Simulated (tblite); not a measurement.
Isomers of C5H9S (doublet state). Computed values, GFN2-xTB/tblite, gas phase, harmonic and unscaled. Against measured fundamentals such values can be off by several per cent, at times by over 20. Modes of hydrogen on sulfur can be 10 to 20 % off. One conformer each. Open shells enter through the occupations alone, without spin polarisation, and single modes of such species can be off by tens of per cent.

Electronic energies: GFN2-xTB at the same geometries; isomer energies are rough at this level and their order can be wrong.

| SMILES | electronic energy, lowest = 0 (kcal/mol) |
| --- | --- |
| [H]/[C]=C\CCCS | 20.3 |
| C=CCC[CH]S | 0.0 |
| C=CC[CH]CS | 4.2 |

Problem. How do GFN2-xTB zero-point energies change the relative energies?

Solution. 
| SMILES | ZPE (kcal/mol) | of it from modes above 1550 cm⁻¹ | electronic (kcal/mol) | with ZPE, lowest = 0 (kcal/mol) | lowest mode (cm⁻¹) | rings |
| --- | --- | --- | --- | --- | --- | --- |
| C=CCC[CH]S | 75.5 | 40.5 | 0.0 | 0.0 | 54 | 0 |
| C=CC[CH]CS | 74.8 | 40.7 | 4.2 | 3.4 | 48 | 0 |
| [H]/[C]=C\CCCS | 75.1 | 40.4 | 20.3 | 20.0 | 55 | 0 |

The zero-point energies span 0.7 kcal/mol, from `C=CC[CH]CS` to `C=CCC[CH]S`. The order is unchanged.

Problem. What do entropy and thermal enthalpy add at 298.15 K and 1 bar (rigid rotor, harmonic oscillator, one conformer each)?

Solution. 
```tsv
SMILES	point group	symmetry number	S (cal/(mol K))	H − H(0) (kcal/mol)	ZPE + H − H(0) − TS (kcal/mol)
C=CCC[CH]S	C1	1	90.7	5.68	54.1
C=CC[CH]CS	C1	1	91.5	5.83	53.3
[H]/[C]=C\CCCS	C1	1	91.0	5.75	53.7
```

S holds R ln(2S + 1) for the spin.
